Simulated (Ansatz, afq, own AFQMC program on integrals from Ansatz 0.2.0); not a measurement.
**AlH⁻, doublet in aug-cc-pVDZ, levels against full CI**

```yaml
atoms:
  - { symbol: Al, position_ang: [0.0000, 0.0000, 0.0000] }
  - { symbol: H, position_ang: [0.0000, 0.0000, 1.5580] }
```

Basis aug-cc-pVDZ. Only valence electrons are correlated. Ansatz 0.2.0 and our own AFQMC program on the same integrals; the CISD trial comes from CCSD amplitudes, and released means the phaseless constraint is let go. ± is one standard error of the sampling.

Determinant: UHF, the one that the program's search chose, which needn't be the lowest solution. The geometry is a point of a scan.

Full CI on the same integrals is exact in this basis and with this determinant's frozen core.

Cautions: an unrestricted solution with more broken spin lies lower (17 meV, ⟨S²⟩ 0.96).

The T1 diagnostic is 0.0246, the weight of the determinant in the CISD state is 0.900 and the ⟨S²⟩ of the determinant is 0.774. The size of the correlated space is 5 electrons in 31 orbitals.

```csv
level,correlation energy (eV)
MP2,-1.6838
CCSD,-2.3080
CCSD(T),-2.3697
```

Question: Estimate where phaseless AFQMC with a CISD trial lies against CCSD(T) on the same integrals.

Answer: 17.4 ± 2.2 meV below CCSD(T).

Reference: full CI, correlation energy -2.394 eV. The released energy is read at 2.40 1/Eh (meV from the phaseless value at times in 1/Eh: 0.4 ± 1.7 at 0.24, -1.4 ± 1.3 at 0.51, -2.9 ± 1.0 at 0.99, -3.8 ± 0.7 at 1.62, -5.7 ± 0.8 at 2.40).

| level | E − E(reference) (meV) | share of correlation (%) |
| --- | --- | --- |
| CCSD(T) | 24.6 | 98.97 |
| CCSDT | 2.7 | 99.89 |
| CCSDT(Q) | 0.6 | 99.98 |
| CCSDTQ | 0.1 | 100.00 |
| ph-AFQMC/HF | 35.8 ± 17.8 | 98.50 |
| ph-AFQMC/CISD | 7.2 ± 2.2 | 99.70 |
| released AFQMC | 1.5 ± 0.8 | 99.94 |

CCSDT and higher add their correlation energy to the determinant of the CCSD(T) run, since their own runs factorise the integrals more tightly (a shift of under 2 meV). A walk keeps the symmetry of its determinant, which the program's search chose and which needn't be the lowest solution, so a lower state of the same spin and another symmetry isn't excluded. Released energies are given only where the last usable release times agree within the noise; a slower fall can still hide under it.
